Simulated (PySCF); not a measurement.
**Oscillator strengths, rates and cross-sections**

Compound: C₅H₁₁P.
SMILES: `C=CP(C)CC`

The calculation used PySCF 2.14.0, density-fitted response routines, TDDFT CAM-B3LYP/def2-SVPD, vertical, gas phase, core orbitals frozen in the response. Isolated species at its GFN2-xTB geometry (one conformer only). Torsions of this conformer, `[CH2:1]=[CH:2][P:3]([CH3:4])[CH2:5][CH3:6]`: C1–C2–P3–C4 -135°, C2–P3–C5–C6 -74°.

Relations used (vacuum, state to state): A = 0.6670 f ν̃² s⁻¹ (ν̃ in cm⁻¹); τ = 1/A; f = (2/3) ΔE |μ|² in atomic units; ∫σ dE = 109.76 f Mb·eV.

The rates are for emission to S0 at the absorption energy, with no other channel.

Energies and rates of the computed singlets with f of 0.002 or more:

| state | λ (nm) | A (s⁻¹) |
| --- | --- | --- |
| S1 | 225.7 | 1.30×10⁷ |
| S2 | 185.7 | 1.40×10⁸ |
| S3 | 178.1 | 1.65×10⁸ |
| S4 | 177.1 | 8.83×10⁷ |
| S5 | 170.3 | 6.69×10⁸ |
| S6 | 168.2 | 3.23×10⁸ |
| S7 | 164.8 | 8.57×10⁸ |
| S8 | 160.7 | 1.03×10⁸ |

Problem. Go back from the rates to the oscillator strengths and transition dipoles.

Solution. f = A / (0.6670 ν̃²), and |μ| follows from f:

```json
{"state": "S1", "f": "0.010", "|μ| (D)": "0.69", "τ": "77 ns", "main configurations (H = HOMO, L = LUMO)": "H→L (96%)"}
{"state": "S2", "f": "0.072", "|μ| (D)": "1.69", "τ": "7.2 ns", "main configurations (H = HOMO, L = LUMO)": "H→L+1 (42%), H→L+2 (39%), H→L+6 (8%)"}
{"state": "S3", "f": "0.078", "|μ| (D)": "1.72", "τ": "6.1 ns", "main configurations (H = HOMO, L = LUMO)": "H→L+3 (65%), H→L+5 (11%)"}
{"state": "S4", "f": "0.042", "|μ| (D)": "1.25", "τ": "11 ns", "main configurations (H = HOMO, L = LUMO)": "H→L+1 (46%), H→L+2 (31%), H-1→L (11%)"}
{"state": "S5", "f": "0.291", "|μ| (D)": "3.25", "τ": "1.5 ns", "main configurations (H = HOMO, L = LUMO)": "H-1→L (42%), H-2→L (20%), H→L+4 (11%)"}
{"state": "S6", "f": "0.137", "|μ| (D)": "2.22", "τ": "3.1 ns", "main configurations (H = HOMO, L = LUMO)": "H-2→L (46%), H→L+4 (17%), H-1→L (15%)"}
{"state": "S7", "f": "0.349", "|μ| (D)": "3.50", "τ": "1.2 ns", "main configurations (H = HOMO, L = LUMO)": "H→L+4 (59%), H-1→L (22%)"}
{"state": "S8", "f": "0.040", "|μ| (D)": "1.17", "τ": "9.7 ns", "main configurations (H = HOMO, L = LUMO)": "H-1→L+2 (45%), H-1→L+3 (30%), H-1→L+1 (11%)"}
```

Problem. By what factor does the largest A in the list exceed the smallest?

Solution. S7 has 66 times the rate of S1.

Problem. Suppose S1 emitted 0.3 eV lower with the same transition dipole. How would A change?

Solution. At fixed |μ|, A goes as the cube of the energy: (5.19/5.49)³ = 0.84, which makes τ about 91 ns.

Problem. What is the integrated cross-section of all computed states together?

Solution. Σf = 1.019 over S1 to S8, so 109.76 × Σf ≈ 112 Mb·eV.

On Arm Neoverse V1, one thread (shared host), this took 38 s and 0.97 GiB of memory at its peak.
